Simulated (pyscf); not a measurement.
Optimised with ωB97X-D3(BJ)/def2-SVP in PySCF.

### Question
Estimate by transition-state theory the rate constant of CH₄ (SMILES C) + [F–Ga–F]• (SMILES [F][Ga][F]) → H₃C–Ga(F)–F (SMILES [CH3][Ga]([F])[F]) + H• (SMILES [H]) (doublet surface; C–H broken, C–Ga formed) at 900 K, with ωB97M-D3(BJ)/def2-TZVP energies (ideal gas, 1 atm, RRHO with modes under 100 cm⁻¹ raised to 100, one conformer, R ln 2 for rigid chiral ones; no tunnelling).

### Answer
The electronic barrier is 50.0 kcal/mol and the thermal terms add +19.8, so ΔG‡ = 69.8 kcal/mol. With k_BT/h = 1.88e+13 s⁻¹ and RT = 1.788 kcal/mol, and a volume of 1.23e-19 cm³ per molecule at 1 atm, k = 2.5e-23 cm³ molecule⁻¹ s⁻¹. Wigner's tunnelling factor for 1500i cm⁻¹ would be 1.24. A shift of 1 kcal/mol in the barrier changes k by a factor 1.7. This is the saddle that the search found; another between the same sides may lie lower. The angle at the attacked C is 179°. Elements up to Kr have no core potential and no relativistic terms here.
